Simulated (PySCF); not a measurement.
# Ionisation energy of Ar by level of theory

Ar [Ar] (1S) → Ar+ [Ne] 3s2 3p5 (2P), as a difference of total energies. Computed with PySCF 2.14 in aug-cc-pVTZ-DK, with scalar relativity by spin-free X2C-1e. Correlated levels: valence: [Ne] frozen. The calculations carry no spin-orbit coupling.

```json
{"method": "UHF", "ionisation energy (eV)": "14.548", "plus first-order spin-orbit estimate": "14.491", "error of that sum (eV)": "-1.269"}
{"method": "LDA", "ionisation energy (eV)": "15.984", "plus first-order spin-orbit estimate": "15.927", "error of that sum (eV)": "+0.167"}
{"method": "PBE", "ionisation energy (eV)": "15.699", "plus first-order spin-orbit estimate": "15.642", "error of that sum (eV)": "-0.118"}
{"method": "PBE0", "ionisation energy (eV)": "15.708", "plus first-order spin-orbit estimate": "15.652", "error of that sum (eV)": "-0.108"}
{"method": "r2SCAN", "ionisation energy (eV)": "15.760", "plus first-order spin-orbit estimate": "15.703", "error of that sum (eV)": "-0.057"}
{"method": "wB97X", "ionisation energy (eV)": "15.733", "plus first-order spin-orbit estimate": "15.677", "error of that sum (eV)": "-0.083"}
{"method": "MN15", "ionisation energy (eV)": "15.785", "plus first-order spin-orbit estimate": "15.729", "error of that sum (eV)": "-0.031"}
{"method": "BHandHLYP", "ionisation energy (eV)": "15.611", "plus first-order spin-orbit estimate": "15.554", "error of that sum (eV)": "-0.206"}
{"method": "M06-2X", "ionisation energy (eV)": "15.768", "plus first-order spin-orbit estimate": "15.711", "error of that sum (eV)": "-0.049"}
{"method": "MP2 (valence)", "ionisation energy (eV)": "15.724", "plus first-order spin-orbit estimate": "15.668", "error of that sum (eV)": "-0.092"}
{"method": "SCS-MP2 (valence)", "ionisation energy (eV)": "15.621", "plus first-order spin-orbit estimate": "15.565", "error of that sum (eV)": "-0.195"}
```

Reference: 15.760 eV (measured; NIST Atomic Spectra Database, ionization energies).

A first-order spin-orbit estimate (lowest level to lowest level, LS coupling) adds -0.056 eV.

Errors of the correlated levels include the incompleteness of this basis and the frozen core.
